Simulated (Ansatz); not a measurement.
in.yaml

```yaml
crystal:
  periodic: [false, false, false]
  atoms:
    - {symbol: C, position_ang: [0.000000, -1.167235, -0.918730]}
    - {symbol: Ge, position_ang: [0.000000, 0.051595, 0.777104]}
    - {symbol: Si, position_ang: [0.000000, 0.446300, -1.580923]}
    - {symbol: H, position_ang: [0.000000, -2.245258, -1.005219]}
basis:
  gaussian: {orbitals: cc-pVDZ}
magnetization: {spin_polarized: true, initial_magnetization: 3}
hamiltonian: {pseudopotentials: {relativity: scalar}}
correlation: {method: mp2, electrons: outside_noble_gas}
output: {forces: true}
```

```sh
$ ansatz run in.yaml --threads 1 --pin off --events-out ev --progress --plain --max-ram 2393MiB
```

Log:

```
691 factors; integrals over basis functions are off by at most 6.2e-4 eV
mean field evaluation 1: about -65855.0270 eV, gradient 1.7e1 eV
mean field evaluation 2: about -65855.0334 eV, gradient 1.7e1 eV
mean field evaluation 4: about -65857.5093 eV, gradient 2.8e0 eV
mean field evaluation 8: about -65857.9661 eV, gradient 3.4e-1 eV
mean field evaluation 16: about -65857.9788 eV, gradient 1.3e-6 eV
mean field evaluation 32: about -65856.7469 eV, gradient 5.1e-2 eV
mean field evaluation 64: about -65857.7165 eV, gradient 3.8e-1 eV
mean field evaluation 96: about -65857.7144 eV, gradient 4.3e-1 eV
mean field evaluation 128: about -65857.7188 eV, gradient 1.0e0 eV
mean field -65857.97878163 eV, -2420.2360800835 hartree, gradient 1.3e-6 eV, S^2 4.016703; 11 other end points of the search recorded, 0 dependent functions left out
20 core orbitals not correlated: weight in the atoms' cores, before any rotation towards them, 0.999 or more for the frozen orbitals, at most 0.001 for the correlated occupied ones
reference -65857.97878163 eV, -2420.2360800835 hartree; 8, 5 occupied and 36, 39 virtual orbitals, 691 factors
second order -6.72999818 eV of doubles, -0.00000000 eV of singles
the calculation of the forces begins
Total energy: -65864.70877981 eV, -2420.4834029548 hartree
Relativity: scalar
Atom 0 at     0.000000    -1.167235    -0.918730 Å, force    -0.000000     1.421189    -0.252275 eV/Å
Atom 1 at     0.000000     0.051595     0.777104 Å, force    -0.000000    -0.296002     0.174384 eV/Å
Atom 2 at     0.000000     0.446300    -1.580923 Å, force    -0.000000    -0.691868    -0.050126 eV/Å
Atom 3 at     0.000000    -2.245258    -1.005219 Å, force     0.000000    -0.433319     0.128017 eV/Å
Dipole moment:     0.000000     0.043591    -0.114083 e Å
```

Forces (eV/Å):
```
C    0.000  1.421 -0.252
Ge   0.000 -0.296  0.174
Si   0.000 -0.692 -0.050
H    0.000 -0.433  0.128
```

Ran on 1 thread of Intel Xeon Platinum 8488C, shared host: 12 s wall, 0.19 GiB peak host memory.
